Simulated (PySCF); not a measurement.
Cyanoformaldehyde, C2HNO.
Bonds: N1–C2 (triple), C2–C3, C3–O4 (double). Hydrogens: H5 on C3.

Computed by this run: PBE0/6-31+G* geometry optimisation, gas phase (PySCF 2.14.0); density fitting, grid level 1; the optimiser is geomeTRIC in internal coordinates, started from a GFN2-xTB structure.

Step 0: E = -5619.2373 eV
```
atom  x, y, z in Å  |  force x, y, z in eV/Å
N1      1.8717   -0.2231    0.5651    1.987  -0.360   0.550
C2      0.7834   -0.0518    0.2557   -1.285   0.617  -0.245
C3     -0.5942    0.1119   -0.1542   -0.344  -1.098  -0.444
O4     -1.2271    1.1229   -0.0669   -0.215   0.706   0.147
H5     -1.0083   -0.8285   -0.5702   -0.142   0.135  -0.007
```

Step 1: E = -5619.2747 eV
```
atom  x, y, z in Å  |  force x, y, z in eV/Å
N1      1.8976   -0.1978    0.5821    0.064   0.026   0.023
C2      0.7939   -0.0494    0.2585   -0.090  -0.147  -0.065
C3     -0.6056    0.0811   -0.1668    0.041   0.395   0.108
O4     -1.2010    1.1244   -0.0576   -0.006  -0.146  -0.030
H5     -1.0595   -0.8270   -0.5867   -0.008  -0.128  -0.036
```

**Question.** Estimate the geometry and energy of step 2. (The exact step hangs on the optimiser's Hessian estimate; all steps are aligned on step 1, rigid shifts and turns removed.)

**Answer.** E = -5619.2700 eV, largest force 0.367 eV/Å
```
atom  x, y, z in Å  |  force x, y, z in eV/Å
N1      1.9008   -0.2161    0.5796    0.004  -0.028  -0.009
C2      0.7982   -0.0542    0.2572   -0.036   0.253   0.033
C3     -0.5991    0.1016   -0.1643   -0.305  -0.192  -0.067
O4     -1.2339    1.1211   -0.0669    0.309   0.020   0.085
H5     -1.0405   -0.8211   -0.5760    0.029  -0.052  -0.043
```

The energy changes by +0.0047 eV. The first-order estimate −F·Δx gives -0.0083 eV and the mean of the old and new forces, exact on a quadratic surface, +0.0049 eV. The step makes an angle of 71° with the force vector and moves no atom by more than 0.034 Å. The energy falls at the start of this step and ends higher, so the step passed the lowest point of its straight line.

What follows is the cost of the whole optimisation. On one thread of an Arm Neoverse V1, shared host with 32 logical CPUs at a one-minute load of 42, this took 8.1 s wall and 0.33 GiB of memory at its peak.
